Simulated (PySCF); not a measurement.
Compound: cis-1,2-difluoroethene, C2H2F2.
InChI=1S/C2H2F2/c3-1-2-4/h1-2H/b2-1-

The calculation used PBE0/pcSseg-1 in PySCF (dipole) on a GFN2-xTB geometry, gas phase.

Masses are those of the commonest isotopes; rigid-rotor values at the optimised geometry. 

Task: Give the principal moments of inertia and the rotational constants in MHz.

Result: Ia = 23.03, Ib = 88.25, Ic = 111.28 u·Å²; 505379 MHz·u·Å²/I gives A = 21943, B = 5727, C = 4542 MHz.

Task: Classify the top.

Result: An asymmetric top: κ = (2 × 5727 − 21943 − 4542)/(21943 − 4542) = -0.86.

Task: Is it planar, by Δ = Ic − Ia − Ib?

Result: Planar: Δ = Ic − Ia − Ib = 0.00 u·Å². For a rigid frame Δ = −2 Σ m c², so it vanishes when all atoms lie in the ab plane; here none is more than 0.01 Å from it.

Task: Give the coordinates in the principal-axis frame, origin at the centre of mass.

Result: The sense of each axis is arbitrary; atoms in the order of the calculation.
```
atom  mass (u)   a (Å)   b (Å)  c (Å)
  F1    18.998  -1.401   0.480  0.000
  C2    12.000  -0.661  -0.631  0.000
  C3    12.000   0.660  -0.630  0.000
  F4    18.998   1.402   0.480  0.000
  H5     1.008  -1.249  -1.535  0.000
  H6     1.008   1.248  -1.535  0.000
```

Task: Where do the levels up to J = 2 lie, in cm⁻¹?

Result: Above 0(0,0):
J = 1: 1(0,1) 0.3425, 1(1,1) 0.8834, 1(1,0) 0.9230
J = 2: 2(0,2) 1.0255, 2(1,2) 1.5289, 2(1,1) 1.6475, 2(2,1) 3.2703, 2(2,0) 3.2724
The levels of one J sum to (2J + 1)J(J + 1)(A + B + C)/3.

Task: Which lines would a microwave search look for?

Result: The dipole components are |μa| = 0.00 D, |μb| = 2.39 D, |μc| = 0.00 D; the symmetry axis of this C2v structure is b, so μa and μc vanish by symmetry and there are no a-type or c-type lines. Some lines, for components of 0.1 D or more:

```csv
type,branch,"J(Ka,Kc)",MHz,lower level (cm⁻¹)
b,R,"2(0,2) ← 1(1,1)",4258,0.883
b,Q,"1(1,0) ← 1(0,1)",17401,0.343
b,Q,"2(1,1) ← 2(0,2)",18649,1.025
b,R,"1(1,1) ← 0(0,0)",26485,0.000
b,R,"2(1,2) ← 1(0,1)",35568,0.343
b,Q,"2(2,0) ← 2(1,1)",48711,1.648
b,Q,"2(2,1) ← 2(1,2)",52204,1.529
b,R,"2(2,1) ← 1(1,0)",70370,0.923
b,R,"2(2,0) ← 1(1,1)",71618,0.883
```

Task: Estimate the classical rotational partition function at 25 K, 50 K and 100 K.

Result: Point group C2v, symmetry number σ = 2; q = (√π/σ)·√((kT/h)³/(ABC)), k/h = 20836.6 MHz/K: 441 at 25 K, 1250 at 50 K, 3530 at 100 K.

Stationary, but not proved a minimum. No vibrational averaging or centrifugal distortion is included, and the geometry carries the error of its method.

Time: 2.7 s wall. Hardware: one thread, Arm Neoverse V2, shared host. This is the PBE0/pcSseg-1 job that gave the dipole, with the shieldings it also computed.
